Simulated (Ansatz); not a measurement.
Energy needed to pull apart CH₆BN (SMILES BCN), singlet, into free ground-state atoms, from the structure below (displaced at random from a GFN2-xTB minimum); no zero-point or spin–orbit terms; open-shell atoms are treated unrestricted, in their ground-state multiplicity.

B1  (0.404, 1.263, -0.130)
C2  (0.271, -0.302, -0.252)
N3  (-0.571, -0.991, 0.740)
H4  (1.166, 1.822, -0.769)
H5  (-0.320, 1.853, 0.604)
H6  (-0.051, -0.455, -1.289)
H7  (1.256, -0.778, -0.202)
H8  (-0.710, -1.915, 0.461)
H9  (-1.469, -0.514, 0.851)
(Å)

Program: Ansatz 0.2.0. Basis: def2-TZVPP. Cores are frozen in the correlated methods.

```tsv
method	atomization energy (kJ/mol)
PBE-D4	3191
r2SCAN-D4	3138
PBE0-D4	3148
r2SCANh-D4	3124
CAM-B3LYP-D4	3172
wB97M-V	?
HF	2313
MP2	3074
CCSD	?
CCSD(T)	3052
```

Problem. What does CCSD give? (Judge from chemistry; the value comes from the calculation.)

Solution. The calculation gives: 3018 kJ/mol, which is about 34 kJ/mol less than CCSD(T)/def2-TZVPP.

Problem. What does wB97M-V give? (An estimate is asked for; the value comes from the calculation.)

Solution. The calculation gives: 3157 kJ/mol, which is about 105 kJ/mol more than CCSD(T)/def2-TZVPP.

In triple zeta the MP2 and coupled-cluster atomization energies are still short of their basis limit by a few kcal/mol a bond, whereas those of the functionals are nearly converged, so these differences are not deviations from converged CCSD(T).

The T1 diagnostic stays at or below 0.010.

For scale, one of the runs: CCSD(T)/def2-TZVPP forces, 177 basis functions (an equivalent command: `ansatz run in.yaml --threads 4`). Time: 69 s of wall clock on 4 CPU threads; the host was shared. Peak host memory: 3.3 GiB.
